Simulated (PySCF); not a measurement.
Compound: Si2H6.
SMILES: `[SiH3][SiH3]`

The closed-shell ground state was solved at several levels (PySCF, density fitting, gas phase, non-relativistic). Isolated species at its PBE0-D3(BJ)/def2-TZVP geometry, gas phase. The dipole stays under 0.02 D at every level.

```json
{"level": "wB97X-D/aug-cc-pVTZ", "basis functions": "238", "total energy (Eh)": "-582.5929", "HOMO (eV)": "-10.20", "LUMO (eV)": "0.89", "gap (eV)": "11.09"}
{"level": "PBE0/pcSseg-2", "basis functions": "170", "total energy (Eh)": "-582.3513", "HOMO (eV)": "-8.41", "LUMO (eV)": "0.28", "gap (eV)": "8.69"}
{"level": "wB97X-D/pcSseg-2", "basis functions": "170", "total energy (Eh)": "-582.6014", "HOMO (eV)": "-10.23", "LUMO (eV)": "1.96", "gap (eV)": "12.19"}
{"level": "KT3/pcSseg-2", "basis functions": "170", "total energy (Eh)": "-587.2594", "HOMO (eV)": "-7.38", "LUMO (eV)": "-0.55", "gap (eV)": "6.83"}
{"level": "PBE0/aug-cc-pVTZ", "basis functions": "238", "total energy (Eh)": "-582.3443", "HOMO (eV)": "-8.39", "LUMO (eV)": "-0.14", "gap (eV)": "8.25"}
```

(1) What might CAM-B3LYP/aug-cc-pVTZ (238 basis functions) give for the same quantities?

(2) Over all these levels, which gives the widest orbital gap and which the narrowest?

## Answers

(1) Total energy -582.6028 Eh, HOMO -9.67 eV, LUMO 0.27 eV, gap 9.94 eV.

(2) wB97X-D/pcSseg-2 (range-separated hybrid) has the widest, 12.19 eV, and KT3/pcSseg-2 (GGA) the narrowest, 6.83 eV. The two share the basis. From the narrowest to the widest the HOMO moves by -2.85 eV and the LUMO by +2.51 eV.

wB97X-D is run here without its empirical dispersion term; that term would change no orbital, density or response property at a fixed geometry.
